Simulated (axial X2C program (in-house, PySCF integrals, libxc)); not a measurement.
**HPH⁺: bond lengths and stretches, held linear**

An exercise on one series of results from a longer session: the logs are not shown, and one member is left open.

Program: an in-house X2C program for linear molecules on PySCF integrals. Level of theory: all-electron X2C, two-component (2c) or spin-free, H dyall-v3z, P dyall-v3z. These are calculated values, not measurements.

All values are calculated.

2 further runs of the same task are left out: 2 set aside as unsound or not needed.

Set-up of the first run:

The input, task.json:

```json
{"zs": [1, 15, 1], "q": 1, "bas": ["dyall-v3z", "dyall-v3z", "dyall-v3z"], "r0": [1.43, 1.43], "symm": 1, "scan": ["PBE0", "HF", "LDA"], "levels": ["PBE0", "HF", "LDA"], "nst": 2}
```

Keys: zs atomic numbers; q charge; bas basis sets; r0 starting distance in Å; symm equal bonds; scan levels of the two-bond scan (MP2 follows by itself at each HF point); levels methods; nst determinants followed.

Launch:

```sh
$ python solin.py task.json out
```

Masses H 1.008, P 30.974, H 1.008 u.

Steps of the session up to this table: Scan at PBE0, 2c; Scan at HF, 2c; Scan at LDA, 2c.

One of the session's tables, all rows but one given; the rest of the session is left out.

| level | r(H–P) (Å) | r(P–H) (Å) | lower stretch (cm⁻¹) | upper stretch (cm⁻¹) |
| --- | --- | --- | --- | --- |
| PBE0, 2c | ? | ? | ? | ? |
| HF, 2c | 1.401 | 1.401 | 2468.7 | 2524.0 |
| LDA, 2c | 1.429 | 1.429 | 2263.9 | 2395.5 |
| MP2, 2c | 1.404 | 1.404 | 2413.1 | 2579.8 |
| PBE0, spin-free | 1.413 | 1.413 | 2368.4 | 2492.0 |
| HF, spin-free | 1.400 | 1.400 | 2469.0 | 2524.4 |
| LDA, spin-free | 1.429 | 1.429 | 2264.4 | 2395.9 |
| MP2, spin-free | 1.404 | 1.404 | 2413.4 | 2580.0 |

Estimate the missing values for PBE0, 2c.

**Answer.** r(H–P) (Å): 1.413; r(P–H) (Å): 1.413; lower stretch (cm⁻¹): 2368.0; upper stretch (cm⁻¹): 2491.7.

Scans not shown above were run alike.

Caveats from the session: The molecule was held linear; bending was not examined, so a bent shape may lie lower.
